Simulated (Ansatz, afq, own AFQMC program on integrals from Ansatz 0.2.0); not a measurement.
# SiH3O (doublet): quantum Monte Carlo beside coupled cluster at scale of all distances = 1.000, cc-pVDZ

Aim: compute SiH3O (doublet) with auxiliary-field quantum Monte Carlo on the same integrals as coupled cluster, and set the energies side by side.

Method: cc-pVDZ, frozen cores; program: Ansatz 0.2.0, Gaussian basis, and an in-house AFQMC program (afq) on its integrals; all values are calculated.

Plan: PBE (unrestricted); r2SCAN (unrestricted); PBE0 (unrestricted); B3LYP (unrestricted); wB97M-V (unrestricted); B2PLYP (unrestricted); CCSD(T) on UHF; Phaseless AFQMC, CISD trial on UHF; Phaseless AFQMC, single-determinant trial on UHF; Free-projection AFQMC, CISD trial on UHF.

3 further runs of the same task are left out: 1 for a known fault of the program, 2 that didn't finish. Runs told in other sessions of the task aren't counted.

### 1 The system

The geometry derives from a PBE0/def2-TZVP stationary point (not a proven minimum). All distances are scaled together.

5 atoms, charge 0, spin multiplicity 2.

Atoms are counted from 1 here; the program's logs count them from 0.

Bond lengths: Si1–O2 1.657 Å, Si1–H3 1.493 Å, Si1–H4 1.485 Å, Si1–H5 1.485 Å. Angles: O2–Si1–H3 100.6°, O2–Si1–H4 112.5°, O2–Si1–H5 112.5°, H3–Si1–H4 110.4°, H3–Si1–H5 110.4°, H4–Si1–H5 110.2°.

Geometry (Å):

```xyz
5
charge 0, multiplicity 2
Si    0.0041    0.0000    0.5327
O    -0.0220    0.0000   -1.1244
H     1.4763   -0.0001    0.7831
H    -0.6202    1.2180    1.1100
H    -0.6204   -1.2179    1.1100
```

### 2 PBE (unrestricted)

Input file in.yaml:

```yaml
crystal:
  periodic: [false, false, false]
  atoms:
    - {symbol: Si, position_ang: [0.004053, 0.000000, 0.532729]}
    - {symbol: O, position_ang: [-0.021964, 0.000002, -1.124355]}
    - {symbol: H, position_ang: [1.476262, -0.000114, 0.783135]}
    - {symbol: H, position_ang: [-0.620188, 1.217950, 1.110025]}
    - {symbol: H, position_ang: [-0.620376, -1.217854, 1.110025]}
basis:
  gaussian: {orbitals: cc-pVDZ}
magnetization: {spin_polarized: true, initial_magnetization: 1}
hamiltonian: {xc: {name: PBE}}
output: {orbitals: {seedname: orbitals}}
```

The run is started by

```
$ ansatz run in.yaml --threads 1 --pin off --events-out ev --progress --plain --max-ram 1382MiB
```

Standard output:

```text
Functional definition: PBE
  name "PBE"
  cite "Perdew, Burke & Ernzerhof, Phys. Rev. Lett. 77, 3865 (1996) doi:10.1103/PhysRevLett.77.3865"
  parent pbe
  parameter kappa = 0.804
  parameter beta = 0.06672455060314922
  exchange = pbe_x(kappa = kappa, mu = beta*pi^2/3)
  correlation = pbe_c(beta = beta)
547 factors; their error is unknown
mean field evaluation 1: about -9961.0197 eV, gradient 3.2e1 eV
mean field evaluation 2: about -9918.3638 eV, gradient 9.8e1 eV
mean field evaluation 4: about -9965.0426 eV, gradient 3.9e0 eV
mean field evaluation 8: about -9965.1115 eV, gradient 3.8e-2 eV
mean field evaluation 16: about -9965.1115 eV, gradient 3.9e-5 eV
mean field evaluation 32: about -9964.9306 eV, gradient 6.1e-1 eV
mean field -9965.11151038 eV, -366.2110934113 hartree, gradient 2.9e-6 eV, S^2 0.753039; 4 other end points of the search recorded, 0 dependent functions left out
reference -9965.11153827 eV, -366.2110944361 hartree; 13, 12 occupied and 34, 35 virtual orbitals, 547 factors
Total energy: -9965.11153827 eV, -366.2110944361 hartree
```

Wall time 2.9 s (1 thread of Intel Xeon Platinum 8259CL at 2.50GHz (Skylake/Cascade Lake), shared host).

From the report: ⟨S²⟩ of the determinant 0.753 (pure doublet: 0.75).

### 3 r2SCAN (unrestricted)

Edit in.yaml of step 2 so:

```diff
@@ -11,3 +11,2 @@
 magnetization: {spin_polarized: true, initial_magnetization: 1}
-hamiltonian: {xc: {name: PBE}}
-output: {orbitals: {seedname: orbitals}}
+hamiltonian: {xc: {name: r2SCAN}}
```

The command is unchanged.

Standard output:

```text
Functional definition: r2SCAN
  name "r2SCAN"
  cite "Furness, Kaplan, Ning, Perdew & Sun, J. Phys. Chem. Lett. 11, 8208 (2020) doi:10.1021/acs.jpclett.0c02405"
  cite "Furness, Kaplan, Ning, Perdew & Sun, J. Phys. Chem. Lett. 11, 9248 (2020) doi:10.1021/acs.jpclett.0c03077"
  parent r2scan
  parameter k0 = 0.174
  parameter k1 = 0.065
  parameter a1 = 4.9479
  exchange = r2scan_x(k0 = k0, k1 = k1, a1 = a1)
  correlation = r2scan_c
547 factors; their error is unknown
mean field evaluation 1: about -9965.7881 eV, gradient 3.1e1 eV
mean field evaluation 2: about -9936.7966 eV, gradient 8.4e1 eV
mean field evaluation 4: about -9969.8659 eV, gradient 2.5e0 eV
mean field evaluation 8: about -9969.8832 eV, gradient 4.3e-2 eV
mean field evaluation 16: about -9969.8832 eV, gradient 4.1e-5 eV
mean field evaluation 32: about -9969.6965 eV, gradient 1.5e-6 eV
mean field -9969.88318548 eV, -366.3864492370 hartree, gradient 1.2e-6 eV, S^2 0.755487; 4 other end points of the search recorded, 0 dependent functions left out
reference -9969.88319426 eV, -366.3864495595 hartree; 13, 12 occupied and 34, 35 virtual orbitals, 547 factors
Total energy: -9969.88319426 eV, -366.3864495595 hartree
```

Wall time 6.5 s (1 thread of Intel Xeon Platinum 8259CL at 2.50GHz (Skylake/Cascade Lake), shared host).

From the report: ⟨S²⟩ of the determinant 0.755 (pure doublet: 0.75).

### 4 PBE0 (unrestricted)

Edit in.yaml of step 3 so:

```diff
@@ -11,2 +11,3 @@
 magnetization: {spin_polarized: true, initial_magnetization: 1}
-hamiltonian: {xc: {name: r2SCAN}}
+hamiltonian: {xc: {name: PBE0}}
+output: {orbitals: {seedname: orbitals}}
```

Same command.

Standard output (excerpt; [...] marks lines left out):

```text
Functional definition: PBE0
  name "PBE0"
  cite "Adamo & Barone, J. Chem. Phys. 110, 6158 (1999) doi:10.1063/1.478522"
  cite "Perdew, Burke & Ernzerhof, Phys. Rev. Lett. 77, 3865 (1996) doi:10.1103/PhysRevLett.77.3865"
  parent pbe
[...]
439 factors; integrals over basis functions are off by at most 1.1e-3 eV
[...]
mean field -9966.02697780 eV, -366.2447362186 hartree, gradient 5.4e-6 eV, S^2 0.754227; 1 other end points of the search recorded, 0 dependent functions left out
reference -9966.02699868 eV, -366.2447369857 hartree; 13, 12 occupied and 34, 35 virtual orbitals, 439 factors
Total energy: -9966.02699868 eV, -366.2447369857 hartree
```

Wall time 2.6 s (1 thread of Intel Xeon Platinum 8259CL at 2.50GHz (Skylake/Cascade Lake), shared host).

From the report: ⟨S²⟩ of the determinant 0.754 (pure doublet: 0.75).

### 5 B3LYP (unrestricted)

Edit in.yaml of step 4 so:

```diff
@@ -11,3 +11,2 @@
 magnetization: {spin_polarized: true, initial_magnetization: 1}
-hamiltonian: {xc: {name: PBE0}}
-output: {orbitals: {seedname: orbitals}}
+hamiltonian: {xc: {name: B3LYP}}
```

Same command.

Standard output (excerpt; [...] marks lines left out):

```text
Functional definition: B3LYP
  name "B3LYP"
  cite "Stephens, Devlin, Chabalowski & Frisch, J. Phys. Chem. 98, 11623 (1994) doi:10.1021/j100096a001"
  cite "Becke, Phys. Rev. A 38, 3098 (1988) doi:10.1103/PhysRevA.38.3098"
  cite "Lee, Yang & Parr, Phys. Rev. B 37, 785 (1988) doi:10.1103/PhysRevB.37.785"
  cite "Vosko, Wilk & Nusair, Can. J. Phys. 58, 1200 (1980) doi:10.1139/p80-159"
[...]
439 factors; integrals over basis functions are off by at most 1.1e-3 eV
[...]
mean field -9972.27635888 eV, -366.4743967370 hartree, gradient 4.3e-6 eV, S^2 0.753947; 1 other end points of the search recorded, 0 dependent functions left out
reference -9972.27655488 eV, -366.4744039400 hartree; 13, 12 occupied and 34, 35 virtual orbitals, 439 factors
Total energy: -9972.27655488 eV, -366.4744039400 hartree
```

It took 2.6 s on 1 thread of Intel Xeon Platinum 8259CL at 2.50GHz (Skylake/Cascade Lake), shared host.

From the report: ⟨S²⟩ of the determinant 0.754 (pure doublet: 0.75).

### 6 wB97M-V (unrestricted)

Edit in.yaml of step 5 so:

```diff
@@ -11,2 +11,3 @@
 magnetization: {spin_polarized: true, initial_magnetization: 1}
-hamiltonian: {xc: {name: B3LYP}}
+hamiltonian: {xc: {name: wB97M-V}}
+output: {orbitals: {seedname: orbitals}}
```

Same command.

Standard output (excerpt; [...] marks lines left out):

```text
Functional definition: wB97M-V
  name "wB97M-V"
  cite "Mardirossian & Head-Gordon, J. Chem. Phys. 144, 214110 (2016) doi:10.1063/1.4952647"
  cite "Becke, J. Chem. Phys. 107, 8554 (1997) doi:10.1063/1.475007"
  cite "Vydrov & Van Voorhis, J. Chem. Phys. 133, 244103 (2010) doi:10.1063/1.3521275"
  # Of w^i u^j: cxij and so on, Table III.
[...]
  gx(w, u) = 1 - cx + cx01*u + cx10*w
  gss(w, u) = css00 + css04*u^4 + css10*w + css20*w^2 + css43*w^4*u^3
  gos(w, u) = cos00 + cos10*w + (cos20 + cos21*u)*w^2 + (cos60 + cos61*u)*w^6
[...]
      + integral(e_c_pw_mod_opposite_spin*gos(b97_w_opposite, b97_u_opposite)) + vv10(b, c)
439 factors; integrals over basis functions are off by at most 1.1e-3 eV
148 factors; integrals over basis functions are off by at most 9.6e-6 eV
[...]
mean field -9970.13777815 eV, -366.3958053449 hartree, gradient 3.0e-6 eV, S^2 0.753757; 1 other end points of the search recorded, 0 dependent functions left out
reference -9970.13781063 eV, -366.3958065385 hartree; 13, 12 occupied and 34, 35 virtual orbitals, 439 factors
Total energy: -9970.13781063 eV, -366.3958065385 hartree
```

Wall time 8.5 s (1 thread of Intel Xeon Platinum 8259CL at 2.50GHz (Skylake/Cascade Lake), shared host).

From the report: ⟨S²⟩ of the determinant 0.754 (pure doublet: 0.75).

### 7 B2PLYP (unrestricted)

Edit in.yaml of step 6 so:

```diff
@@ -11,3 +11,3 @@
 magnetization: {spin_polarized: true, initial_magnetization: 1}
-hamiltonian: {xc: {name: wB97M-V}}
-output: {orbitals: {seedname: orbitals}}
+hamiltonian: {xc: {name: B2PLYP}}
+correlation: {electrons: outside_noble_gas}
```

Same command.

Standard output (excerpt; [...] marks lines left out):

```text
Functional definition: B2PLYP
  name "B2PLYP"
  cite "Grimme, J. Chem. Phys. 124, 034108 (2006) doi:10.1063/1.2148954"
  cite "Becke, Phys. Rev. A 38, 3098 (1988) doi:10.1103/PhysRevA.38.3098"
  cite "Lee, Yang & Parr, Phys. Rev. B 37, 785 (1988) doi:10.1103/PhysRevB.37.785"
[...]
439 factors; integrals over basis functions are off by at most 1.1e-3 eV
[...]
mean field -9964.10336473 eV, -366.1740447421 hartree, gradient 1.8e-6 eV, S^2 0.754923; 2 other end points of the search recorded, 0 dependent functions left out
6 core orbitals not correlated: weight in the atoms' cores, before any rotation towards them, 1.000 or more for the frozen orbitals, at most 0.000 for the correlated occupied ones
reference -9964.10348988 eV, -366.1740493413 hartree; 7, 6 occupied and 34, 35 virtual orbitals, 439 factors
second order -8.18207355 eV of doubles, -0.00000000 eV of singles
Total energy: -9966.31264974 eV, -366.2552344687 hartree
```

Run time: 3.5 s. Hardware: 1 thread of Intel Xeon Platinum 8259CL at 2.50GHz (Skylake/Cascade Lake), shared host.

From the report: ⟨S²⟩ of the determinant 0.755 (pure doublet: 0.75).

### 8 CCSD(T) on UHF

Edit in.yaml of step 7 so:

```diff
@@ -11,3 +11,2 @@
 magnetization: {spin_polarized: true, initial_magnetization: 1}
-hamiltonian: {xc: {name: B2PLYP}}
-correlation: {electrons: outside_noble_gas}
+correlation: {method: ccsd_t, electrons: outside_noble_gas, hamiltonian_folder: ham}
```

The command is unchanged.

Standard output (excerpt; [...] marks lines left out):

```text
Functional definition: HF
  name "HF"
  cite "Fock, Z. Phys. 61, 126 (1930) doi:10.1007/BF01340294"
  parent pbe
[...]
439 factors; integrals over basis functions are off by at most 1.1e-3 eV
[...]
mean field -9946.09948160 eV, -365.5124142405 hartree, gradient 3.0e-6 eV, S^2 0.756395; 7 other end points of the search recorded, 0 dependent functions left out
determinant -9946.09948160 eV, -365.5124142405 hartree, with singles and doubles -9953.70926219 eV, -365.7920685190 hartree
determinant -9945.96795457 eV, -365.5075807112 hartree, with singles and doubles -9953.54747398 eV, -365.7861229119 hartree
determinant -9943.92623551 eV, -365.4325489196 hartree, with singles and doubles -9951.54650556 eV, -365.7125886790 hartree
determinant -9946.09948160 eV, -365.5124142405 hartree, with singles and doubles -9953.71120824 eV, -365.7921400350 hartree
determinant -9945.96795457 eV, -365.5075807112 hartree, with singles and doubles -9953.54928055 eV, -365.7861893020 hartree
6 core orbitals not correlated: weight in the atoms' cores, before any rotation towards them, 1.000 or more for the frozen orbitals, at most 0.000 for the correlated occupied ones
reference -9946.09948160 eV, -365.5124142405 hartree; 7, 6 occupied and 34, 35 virtual orbitals, 439 factors
second order -6.62379119 eV of doubles, -0.00000000 eV of singles
cycle   1  -7.61172292 eV  change    3.7e-6 eV  update   1.9e-6
perturbative correction -0.14067082 eV, -0.0051695572 hartree
Total energy: -9953.85187534 eV, -365.7973094555 hartree
```

It took 6 s on 1 thread of Intel Xeon Platinum 8259CL at 2.50GHz (Skylake/Cascade Lake), shared host.

From the report: ⟨S²⟩ of the determinant 0.756 (pure doublet: 0.75); correlation -7.7524 eV; T1 0.020; largest double amplitude 0.03.

This run also writes the integrals to the folder ham.

### 9 Phaseless AFQMC, CISD trial on UHF

It reads the integrals that the CCSD(T) run on this determinant wrote.

The run is started by

```
$ afq ham --method phaseless --trial cisd --walkers 60 --populations 1 --least-time 40 --time-step 0.005 --steps-per-block 50 --equilibration-blocks 28 --max-blocks 300 --target-error 0.00043 --factor-cut 1e-05 --start spin_pure --seed 1737 --release-times 0.24,0.51,0.99,1.62,2.4 --release-step 0.03 --release-every 4 --taylor-order 6
```

Standard output:

```text
orbitals 41  electrons 7 6  factors 310 of 439
reference energy -365.51241424 Eh
CCSD correlation -0.27972541 Eh in 15 cycles, weight of the determinant in the CISD state 0.8905
energy of the start -365.792042 Eh
 block  time / (1/Eh)  mean weight  energy / Eh
     1     0.250  1.0016  -365.787916
     2     0.500  1.0007  -365.790791
     3     0.750  1.0039  -365.791593
     4     1.000  1.0021  -365.799551
     5     1.250  1.0003  -365.796154
     6     1.500  0.9988  -365.796305
     7     1.750  0.9994  -365.794840
     8     2.000  1.0017  -365.798547
     9     2.250  1.0015  -365.803239
    10     2.500  0.9986  -365.805941
    17     4.250  0.9999  -365.799696
    25     6.250  0.9995  -365.793888
    33     8.250  1.0028  -365.793316
    41    10.250  0.9990  -365.798681
    49    12.250  1.0007  -365.798437
    57    14.250  1.0005  -365.799790
    65    16.250  1.0007  -365.797225
    73    18.250  1.0008  -365.798110
    81    20.250  1.0027  -365.798899
    89    22.250  1.0001  -365.809343
    97    24.250  0.9962  -365.797781
   105    26.250  1.0003  -365.799184
   113    28.250  1.0001  -365.799368
   121    30.250  1.0013  -365.797445
   129    32.250  1.0017  -365.802307
   137    34.250  0.9975  -365.798812
   145    36.250  0.9990  -365.790115
   153    38.250  1.0000  -365.802365
   161    40.250  0.9976  -365.800926
   169    42.250  1.0020  -365.801264
   177    44.250  1.0001  -365.795772
   185    46.250  1.0007  -365.795461
   193    48.250  0.9968  -365.792343
   201    50.250  1.0047  -365.800905
   209    52.250  0.9985  -365.796402
   217    54.250  0.9993  -365.794116
   225    56.250  1.0002  -365.796027
   233    58.250  0.9976  -365.795467
   241    60.250  1.0009  -365.799668
   249    62.250  0.9984  -365.800486
   257    64.250  0.9987  -365.799687
   265    66.250  1.0035  -365.801331
   273    68.250  1.0004  -365.798225
   281    70.250  1.0012  -365.799249
   289    72.250  0.9987  -365.803941
   297    74.250  1.0021  -365.794609
   305    76.250  0.9991  -365.796393
   313    78.250  0.9998  -365.803436
   321    80.250  0.9999  -365.804822
blocks merged  error / Eh  count
     1  0.000250  300
     2  0.000308  150
     4  0.000365  75
     8  0.000453  37
    16  0.000539  18
    32  0.000351  9
released: time / (1/Eh)  energy / Eh  error  mean overlap
  0.24  -365.798526  0.000379  1.0111
  0.51  -365.798924  0.000359  1.0173
  0.99  -365.798783  0.000452  1.0237
  1.62  -365.798948  0.000597  1.0266
  2.40  -365.798568  0.000715  1.0100
energy -365.798592 +/- 0.000539 Eh
```

Wall time 13 min (1 thread of Intel Xeon Platinum 8259CL at 2.50GHz (Skylake/Cascade Lake), shared host).

Energy -9953.8868 ± 0.0147 eV. Caveats: constraint bias not in the error.

### 10 Phaseless AFQMC, single-determinant trial on UHF

It reads the integrals that the CCSD(T) run on this determinant wrote.

The run is started by

```
$ afq ham --method phaseless --trial hf --walkers 120 --populations 1 --least-time 40 --time-step 0.005 --steps-per-block 20 --equilibration-blocks 112 --max-blocks 600 --target-error 0.00129 --factor-cut 1e-05 --start spin_pure --seed 4617 --taylor-order 6
```

Standard output:

```text
orbitals 41  electrons 7 6  factors 310 of 439
reference energy -365.51241424 Eh
CCSD correlation -0.27972541 Eh in 15 cycles, weight of the determinant in the CISD state 0.8905
energy of the start -365.512580 Eh
 block  time / (1/Eh)  mean weight  energy / Eh
     1     0.100  1.0015  -365.594224
     2     0.200  1.0014  -365.643534
     3     0.300  1.0007  -365.664328
     4     0.400  1.0010  -365.686128
     5     0.500  1.0018  -365.712562
     6     0.600  1.0010  -365.731620
     7     0.700  1.0027  -365.732884
     8     0.800  1.0013  -365.741531
     9     0.900  0.9999  -365.733526
    10     1.000  1.0008  -365.748070
    17     1.700  1.0017  -365.794312
    33     3.300  1.0006  -365.759682
    49     4.900  1.0004  -365.813091
    65     6.500  1.0000  -365.792256
    81     8.100  1.0002  -365.834441
    97     9.700  1.0023  -365.789062
   113    11.300  0.9982  -365.789005
   129    12.900  1.0000  -365.839362
   145    14.500  0.9996  -365.802789
   161    16.100  1.0011  -365.789826
   177    17.700  0.9929  -365.856741
   193    19.300  0.9969  -365.776867
   209    20.900  1.0006  -365.802023
   225    22.500  0.9994  -365.788412
   241    24.100  1.0028  -365.816207
   257    25.700  0.9994  -365.797299
   273    27.300  0.9996  -365.801836
   289    28.900  0.9999  -365.815634
   305    30.500  1.0027  -365.804926
   321    32.100  1.0014  -365.811330
   337    33.700  1.0019  -365.777790
   353    35.300  0.9973  -365.788537
   369    36.900  1.0003  -365.799503
   385    38.500  1.0004  -365.827758
   401    40.100  1.0007  -365.829617
   417    41.700  0.9996  -365.806848
   433    43.300  0.9991  -365.786172
   449    44.900  0.9991  -365.834279
   465    46.500  0.9997  -365.812799
   481    48.100  1.0009  -365.843026
   497    49.700  1.0011  -365.808196
   513    51.300  1.0003  -365.809605
   529    52.900  1.0039  -365.801504
   545    54.500  1.0014  -365.797062
   561    56.100  0.9985  -365.812515
   577    57.700  1.0023  -365.810899
   593    59.300  0.9971  -365.773841
   609    60.900  0.9997  -365.816358
   625    62.500  0.9991  -365.786409
   641    64.100  0.9992  -365.791302
   657    65.700  0.9979  -365.774287
blocks merged  error / Eh  count
     1  0.000843  550
     2  0.001079  275
     4  0.001255  137
     8  0.001395  68
    16  0.001263  34
    32  0.001167  17
    64  0.001088  8
energy -365.801147 +/- 0.001263 Eh
```

It took 6 min on 1 thread of Intel Xeon Platinum 8259CL at 2.50GHz (Skylake/Cascade Lake), shared host.

Energy -9953.9563 ± 0.0344 eV. Caveats: constraint bias not in the error.

### 11 Free-projection AFQMC, CISD trial on UHF

It reads the integrals that the CCSD(T) run on this determinant wrote.

The run is started by

```
$ afq ham --method free --trial cisd --walkers 60 --time-step 0.03 --max-blocks 80 --target-error 0.00043 --factor-cut 1e-05 --seed 9280 --times 0,0.21,0.42,0.81,1.2,1.8,2.4,3 --taylor-order 8
```

Standard output:

```text
orbitals 41  electrons 7 6  factors 310 of 439
reference energy -365.51241424 Eh
CCSD correlation -0.27972541 Eh in 15 cycles, weight of the determinant in the CISD state 0.8905
repeat  energy at the last time / Eh  error
    10  -365.797180  0.001098
    20  -365.797521  0.001034
    30  -365.798640  0.000925
    40  -365.799083  0.000851
    50  -365.798857  0.000738
    60  -365.798514  0.000631
    70  -365.798295  0.000552
    80  -365.798187  0.000515
time / (1/Eh)  energy / Eh  error  mean overlap
  0.00  -365.791915  0.000211  1.1226
  0.21  -365.795210  0.000226  1.1240
  0.42  -365.796394  0.000265  1.1360
  0.81  -365.797615  0.000276  1.1395
  1.20  -365.798891  0.000330  1.1247
  1.80  -365.798366  0.000453  1.1417
  2.40  -365.798485  0.000452  1.1533
  3.00  -365.798187  0.000515  1.1812
energy -365.798187 +/- 0.000515 Eh
```

It took 7.6 min on 1 thread of Intel Xeon Platinum 8259CL at 2.50GHz (Skylake/Cascade Lake), shared host.

Energy -9953.8758 ± 0.0140 eV. Caveats: remainder of the start not in the error.

### 12 All levels side by side

On the UHF determinant, counted from CCSD(T) (a yardstick, not exact):

```
                                                             level  energy (eV)  from CCSD(T) (meV)  statistical error (meV)     time
                                                                HF   -9946.0995             +7752.4                                  
                                                               MP2   -9952.7233             +1128.6                                  
                                                              CCSD   -9953.7112              +140.7                                  
                                                           CCSD(T)   -9953.8519                 0.0                                  
               Phaseless AFQMC, CISD trial, step 0.005, 60 walkers   -9953.8868               -34.9                     14.7   13 min
Phaseless AFQMC, single-determinant trial, step 0.005, 120 walkers   -9953.9563              -104.4                     34.4    6 min
          Free-projection AFQMC, CISD trial, step 0.03, 60 walkers   -9953.8758               -23.9                     14.0  7.6 min
```

The functionals' totals stand on their own zeros and serve differences with other points: PBE -9965.112 eV; r2SCAN -9969.883 eV; PBE0 -9966.027 eV; B3LYP -9972.277 eV; wB97M-V -9970.138 eV; B2PLYP -9966.313 eV.

### 13 What came out

| quantity | value |
| --- | --- |
| Phaseless AFQMC, CISD trial on UHF from CCSD(T) | -34.9 ± 14.7 meV |
| Phaseless AFQMC, single-determinant trial on UHF from CCSD(T) | -104.4 ± 34.4 meV |
| Free-projection AFQMC, CISD trial on UHF from CCSD(T) | -23.9 ± 14.0 meV |

In words: On UHF the phaseless walk with the CISD trial lies -34.9 meV from CCSD(T), within three error bars. Free projection has no constraint; at the last time it gives -23.9 ± 14.0 meV, and from a start that isn't spin pure other spins can mix in. Error bars are statistical and leave out the constraint, the time step and what remains of the start.
